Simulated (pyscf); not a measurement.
Thermochemistry of product channels of PH [triplet] + germane (GeH₄) on the triplet surface, in kcal/mol, from ωB97M-D3(BJ)/def2-TZVP energies (ideal gas, 1 atm, RRHO with modes under 100 cm⁻¹ raised to 100, one conformer, R ln 2 for rigid chiral ones). Single points on ωB97X-D3(BJ)/def2-SVP structures (PySCF, gas phase).

```csv
products,ΔE,ΔH(298 K),ΔG(600 K),ΔG(1200 K)
PH₂• + GeH₃•,+7.2,+6.5,+2.3,-1.6
PH₃ + germylene (GeH₂) [triplet],+7.9,+8.3,+4.8,+1.9
:P–GeH₃ [triplet] + hydrogen (H₂),-1.1,-1.7,-1.1,-1.6
```

These are energies of the channels, which say nothing of barriers. :P–GeH₃ [triplet] lies 24.9 kcal/mol over its isomer H₂P–GeH: [singlet], and others may lie lower still (electronic energy, ωB97M-D3(BJ)). GeH₂ [triplet] is an excited spin state, 27.2 kcal/mol over the singlet at ωB97X-D3(BJ). Elements up to Kr have no core potential and no relativistic terms here.
